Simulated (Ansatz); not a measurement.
# UCCSDT/STO-3G run of Si2H4 (SMILES [SiH][SiH3])

Aim: the vertical ionisation energy of Si2H4 at UCCSDT/STO-3G, from 2 runs. 

The results are computed with Ansatz 0.2.0.

29 further runs of the same task are left out: 29 set aside as unsound or not needed.

## (1) The molecule

Si2H4 has 6 atoms, charge 0, and is taken as a triplet. As SMILES, `[SiH][SiH3]`. Geometry: relaxed at GFN2-xTB.

Bond lengths: Si1–Si2 2.254 Å, Si1–H3 1.473 Å, Si2–H4 1.467 Å, Si2–H5 1.474 Å, Si2–H6 1.474 Å. Angles: Si1–Si2–H4 105.5°, Si1–Si2–H5 115.5°, Si1–Si2–H6 115.4°, Si2–Si1–H3 128.8°, H4–Si2–H5 107.9°, H4–Si2–H6 107.9°, H5–Si2–H6 104.3°.

## (2) A single-point energy at UCCSDT/STO-3G

File in.yaml:

```yaml
crystal:
  periodic: [false, false, false]
  atoms:
    - symbol: Si
      position_ang: [0.322720, -1.575880, 0.287350]
    - symbol: Si
      position_ang: [-0.300130, 0.523270, -0.245660]
    - symbol: H
      position_ang: [1.427930, -2.017820, 1.155760]
    - symbol: H
      position_ang: [-1.456530, 0.376070, -1.136010]
    - symbol: H
      position_ang: [0.714920, 1.325330, -0.951090]
    - symbol: H
      position_ang: [-0.708920, 1.369020, 0.889660]
basis:
  gaussian:
    orbitals: STO-3G
magnetization:
  spin_polarized: true
  initial_magnetization: 2
correlation:
  method: ccsdt
  frozen_orbitals: {H: 0, Si: 5}
accuracy: high
scf:
  omitted_lower_state_checks: [cluster_reference, increment]
```

Command:

```
$ ansatz run in.yaml --threads 1 --pin off --max-ram 2610MiB --events-out events.jsonl --progress --plain --runs-dir runs
```

What it wrote:

```text
Warning: RAYON_NUM_THREADS=1 ignored (pool sized by the plan → 1); use --threads N
Functional definition: HF
  name "HF"
  exchange = exact_x
  correlation = 0
these checks for a lower state are left out or cut short: cluster_reference, increment
388 factors; integrals over basis functions are off by at most 6.1e-9 eV
mean field evaluation 1: about -15603.0648 eV, gradient 7.2e0 eV
mean field evaluation 2: about -15603.0747 eV, gradient 7.2e0 eV
mean field evaluation 4: about -15603.9410 eV, gradient 1.1e0 eV
mean field evaluation 8: about -15603.9815 eV, gradient 8.6e-3 eV
mean field -15603.98153381 eV, -573.4357446089 hartree, gradient 8.2e-8 eV, S^2 2.005594; 0 other end points of the search recorded, 0 dependent functions left out
10 core orbitals not correlated: weight in the atoms' cores, before any rotation towards them, 0.999 or more for the frozen orbitals, at most 0.000 for the correlated occupied ones
reference -15603.98153381 eV, -573.4357446089 hartree; 7, 5 occupied and 5, 7 virtual orbitals, 388 factors
second order -1.58651586 eV of doubles, -0.00000000 eV of singles
cycle   1  -2.09357491 eV  change   -5.1e-1 eV  update   6.2e-2
cycle   2  -2.40221386 eV  change   -3.1e-1 eV  update   2.6e-2
cycle   3  -2.41645073 eV  change   -1.4e-2 eV  update   5.5e-3
cycle   4  -2.41968121 eV  change   -3.2e-3 eV  update   1.9e-3
cycle   5  -2.41946020 eV  change    2.2e-4 eV  update   7.1e-4
cycle   6  -2.41911863 eV  change    3.4e-4 eV  update   2.8e-4
cycle   7  -2.41919746 eV  change   -7.9e-5 eV  update   1.1e-4
cycle   8  -2.41927836 eV  change   -8.1e-5 eV  update   4.5e-5
cycle   9  -2.41926597 eV  change    1.2e-5 eV  update   1.7e-5
cycle  10  -2.41926285 eV  change    3.1e-6 eV  update   5.6e-6
cycle  11  -2.41926060 eV  change    2.2e-6 eV  update   2.3e-6
cycle  12  -2.41926174 eV  change   -1.1e-6 eV  update   8.7e-7
cycle  13  -2.41926224 eV  change   -4.9e-7 eV  update   3.8e-7
cycle  14  -2.41926204 eV  change    2.0e-7 eV  update   1.6e-7
cycle  15  -2.41926191 eV  change    1.3e-7 eV  update   6.8e-8
cycle  16  -2.41926185 eV  change    5.9e-8 eV  update   3.1e-8
cycle  17  -2.41926184 eV  change    6.1e-9 eV  update   1.7e-8
cycle  18  -2.41926124 eV  change    6.1e-7 eV  update   8.7e-8
cycle  19  -2.41926093 eV  change    3.1e-7 eV  update   3.3e-8
cycle  20  -2.41926090 eV  change    2.5e-8 eV  update   6.6e-9
cycle  21  -2.41926090 eV  change   5.6e-11 eV  update   2.3e-9
cycle  22  -2.41926090 eV  change   -1.5e-9 eV  update  9.4e-10
cycle  23  -2.41926091 eV  change  -7.9e-10 eV  update  4.1e-10
Total energy: -15606.40079472 eV, -573.5246508074 hartree
Checks for a lower state left out: cluster_reference, increment
```

It took 0.59 s on 1 thread of AMD EPYC 9R14 (Zen 4), shared host.

## (3) The doublet cation at the same level

File molecule.yaml:

```yaml
crystal:
  periodic: [false, false, false]
  atoms:
    - {symbol: Si, position_ang: [0.322720, -1.575880, 0.287350]}
    - {symbol: Si, position_ang: [-0.300130, 0.523270, -0.245660]}
    - {symbol: H, position_ang: [1.427930, -2.017820, 1.155760]}
    - {symbol: H, position_ang: [-1.456530, 0.376070, -1.136010]}
    - {symbol: H, position_ang: [0.714920, 1.325330, -0.951090]}
    - {symbol: H, position_ang: [-0.708920, 1.369020, 0.889660]}
basis:
  gaussian:
    orbitals: STO-3G
total_charge: 1
magnetization:
  spin_polarized: true
  initial_magnetization: 1
correlation:
  method: ccsdt
  frozen_orbitals: {H: 0, Si: 5}
accuracy: high
scf:
  omitted_lower_state_checks: [cluster_reference, increment]
```

Command:

```
$ ansatz run molecule.yaml --threads 1 --pin off --max-ram 2610MiB --events-out events.jsonl --progress --plain --runs-dir runs
```

What it wrote:

```text
Warning: RAYON_NUM_THREADS=1 ignored (pool sized by the plan → 1); use --threads N
[... 4 set-up lines as earlier in the session ...]
these checks for a lower state are left out or cut short: cluster_reference, increment
387 factors; integrals over basis functions are off by at most 6.1e-9 eV
mean field evaluation 1: about -15598.7033 eV, gradient 8.6e0 eV
mean field evaluation 2: about -15598.7043 eV, gradient 8.5e0 eV
mean field evaluation 4: about -15599.7067 eV, gradient 8.4e-1 eV
mean field evaluation 8: about -15599.7258 eV, gradient 8.8e-3 eV
mean field evaluation 16: about -15598.8493 eV, gradient 2.6e0 eV
mean field -15599.72581298 eV, -573.2793497530 hartree, gradient 5.3e-8 eV, S^2 0.750841; 2 other end points of the search recorded, 0 dependent functions left out
10 core orbitals not correlated: weight in the atoms' cores, before any rotation towards them, 0.999 or more for the frozen orbitals, at most 0.000 for the correlated occupied ones
reference -15599.72581298 eV, -573.2793497530 hartree; 6, 5 occupied and 6, 7 virtual orbitals, 387 factors
second order -1.70907592 eV of doubles, -0.00000000 eV of singles
cycle   1  -2.25401219 eV  change   -5.4e-1 eV  update   6.7e-2
cycle   2  -2.58958621 eV  change   -3.4e-1 eV  update   2.9e-2
cycle   3  -2.60851216 eV  change   -1.9e-2 eV  update   8.5e-3
cycle   4  -2.61613028 eV  change   -7.6e-3 eV  update   4.6e-3
cycle   5  -2.61627203 eV  change   -1.4e-4 eV  update   1.6e-3
cycle   6  -2.61543949 eV  change    8.3e-4 eV  update   6.7e-4
cycle   7  -2.61529991 eV  change    1.4e-4 eV  update   3.5e-4
cycle   8  -2.61543737 eV  change   -1.4e-4 eV  update   1.8e-4
cycle   9  -2.61551450 eV  change   -7.7e-5 eV  update   8.7e-5
cycle  10  -2.61547931 eV  change    3.5e-5 eV  update   3.6e-5
cycle  11  -2.61547197 eV  change    7.3e-6 eV  update   1.8e-5
cycle  12  -2.61546996 eV  change    2.0e-6 eV  update   8.9e-6
cycle  13  -2.61547864 eV  change   -8.7e-6 eV  update   3.6e-6
cycle  14  -2.61548013 eV  change   -1.5e-6 eV  update   1.1e-6
cycle  15  -2.61547992 eV  change    2.1e-7 eV  update   4.5e-7
cycle  16  -2.61547946 eV  change    4.6e-7 eV  update   2.5e-7
cycle  17  -2.61547925 eV  change    2.1e-7 eV  update   1.4e-7
cycle  18  -2.61547921 eV  change    3.1e-8 eV  update   8.4e-8
cycle  19  -2.61547923 eV  change   -1.4e-8 eV  update   6.2e-8
cycle  20  -2.61547925 eV  change   -2.2e-8 eV  update   4.6e-8
cycle  21  -2.61547927 eV  change   -1.5e-8 eV  update   3.4e-8
cycle  22  -2.61547926 eV  change    3.4e-9 eV  update   2.3e-8
cycle  23  -2.61547893 eV  change    3.4e-7 eV  update   7.5e-8
cycle  24  -2.61547876 eV  change    1.7e-7 eV  update   2.9e-8
cycle  25  -2.61547873 eV  change    2.7e-8 eV  update   8.2e-9
cycle  26  -2.61547873 eV  change    3.1e-9 eV  update   3.5e-9
cycle  27  -2.61547873 eV  change  -6.9e-10 eV  update   1.6e-9
cycle  28  -2.61547873 eV  change   5.3e-11 eV  update  8.0e-10
Total energy: -15602.34129171 eV, -573.3754668236 hartree
Checks for a lower state left out: cluster_reference, increment
```

Run time: 0.68 s. Hardware: 1 thread of AMD EPYC 9R14 (Zen 4), shared host.

## (4) What came out

At UCCSDT/STO-3G, 10 core orbitals frozen:

```
                                                    quantity          value
                                 triplet Si2H4: total energy  -573.52465 Eh
 triplet Si2H4: correlation energy (10 core orbitals frozen)      -88.9 mEh
            triplet Si2H4: ⟨S²⟩ of the reference determinant          2.006
                                triplet Si2H4: T1 diagnostic          0.005
                                doublet cation: total energy  -573.37547 Eh
doublet cation: correlation energy (10 core orbitals frozen)      -96.1 mEh
           doublet cation: ⟨S²⟩ of the reference determinant          0.751
                               doublet cation: T1 diagnostic          0.010
          vertical ionisation energy (to the doublet cation)       4.060 eV
```

In words: Removing an electron at fixed nuclei costs 4.06 eV (392 kJ/mol). In a minimal basis such a difference can be off by several eV, whatever the method.
